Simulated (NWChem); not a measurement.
System: methane (CH₄); SMILES C

Program: NWChem. Coordinates come from a PBE0/def2-SVP optimisation.

For level PBE0/def2-TZVPD:

highest occupied level (eV): -10.94
orbital gap (eV): 11.50

Task: What are these values for level CAM-B3LYP/def2-TZVPD?

Result: 
- highest occupied level (eV) = -12.47
- orbital gap (eV) = 13.52
